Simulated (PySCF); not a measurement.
B3LYP has the VWN-RPA correlation part, as in Gaussian. Delta-SCF ions had no search for a lower state. 

Z-matrix (Å, degrees):
```
S
H 1 1.3492
H 1 1.3492 2 92.12
```
Charge 0, spin multiplicity 1.

What total energy, vertical ionisation energy (Delta-SCF), HOMO, HOMO–LUMO gap and dipole moment does PySCF with B3LYP-D3(BJ)/def2-TZVP // PBE0-D4/def2-SVP give?


The total energy is -399.4267 Ha, the vertical ionisation energy (Delta-SCF) is 10.40 eV and the HOMO is -7.22 eV. The HOMO–LUMO gap comes out as 7.46 eV. The dipole moment is 1.11 D.
